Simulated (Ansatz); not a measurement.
**Cs: which structure is lowest?**

Level of theory: Ansatz, DFT, r2SCAN, plane waves (500 eV) with PAW, scalar-relativistic. (PAW data from PBE, frozen cores regenerated.)

Each structure is relaxed within its own symmetry, so a high-lying one may be dynamically unstable.

```
        structure  ΔE (meV/atom)  V (Å³/atom)                                     cell     magnetic state
              bcc              0       123.23                              a = 6.270 Å  spin not included
             dhcp              2       124.03  a = 5.583 Å, c = 18.381 Å (c/a = 3.292)  spin not included
              hcp              2       124.10   a = 5.584 Å, c = 9.193 Å (c/a = 1.646)  spin not included
              fcc              2       123.60                              a = 7.907 Å  spin not included
omega (AlB2-type)              8       124.11   a = 8.960 Å, c = 5.355 Å (c/a = 0.598)  spin not included
              A15              9       123.86                              a = 9.970 Å  spin not included
     simple cubic             92       126.93                              a = 5.026 Å  spin not included
          diamond            294       182.61                             a = 11.347 Å  spin not included
```

ΔE counts from bcc.

Differences under about 8 meV lie within the error of the k-point mesh.
